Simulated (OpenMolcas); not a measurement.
**PH (SMILES [PH]): methods side by side**

PH: 2 atoms, total charge 0, spin state triplet. SMILES: `[PH]`. Geometry: relaxed at GFN2-xTB.

```csv
atom,x (Å),y (Å),z (Å)
P,0.0000,0.0000,0.0000
H,0.0000,0.0000,1.3991
```

Each level gives the energy change with the P1–H2 bond stretched from 1.399 to 2.448 Å (eV). The values are calculated.

```
                                      level                kind     program  value (eV)  CPU time (all runs)
      U-r2SCAN/6-31G* (spherical functions)            meta-GGA  OpenMolcas        2.44                 12 s
        UB3LYP/6-31G* (spherical functions)       global hybrid  OpenMolcas        2.51                 11 s
       UM06-2X/6-31G* (spherical functions)     hybrid meta-GGA  OpenMolcas        2.62                 18 s
         UPBE0/6-31G* (spherical functions)       global hybrid  OpenMolcas           ?                  9 s
   CASPT2(2,2)/6-31G* (spherical functions)      multireference  OpenMolcas        2.92                5.2 s
   CASPT2(6,5)/6-31G* (spherical functions)      multireference  OpenMolcas        2.06                2.6 s
     MRCI(6,5)/6-31G* (spherical functions)      multireference  OpenMolcas        2.05                2.9 s
SC-NEVPT2(6,5)/6-31G* (spherical functions)      multireference  OpenMolcas           ?                2.7 s
                                  FCI/3-21G  exact in the basis  OpenMolcas        1.68                4.8 s
```

(1) Estimate the missing values from the other rows.

Answers

(1) As computed at these levels: UPBE0/6-31G* (spherical functions): 2.54 eV; SC-NEVPT2(6,5)/6-31G* (spherical functions): 2.02 eV. The first shape isn't each level's own minimum. The values span 1.68 to 2.92 eV. Spin contamination of the reference (⟨S²⟩ at least 0.1 too high) touches U-r2SCAN/6-31G*, UB3LYP/6-31G*, UM06-2X/6-31G*, UPBE0/6-31G*. High-level rows in very small sets aren't better than simpler rows in larger ones. CPU times are rough (shared hosts, several kinds of processor): they show what a rung costs within a factor of a few.
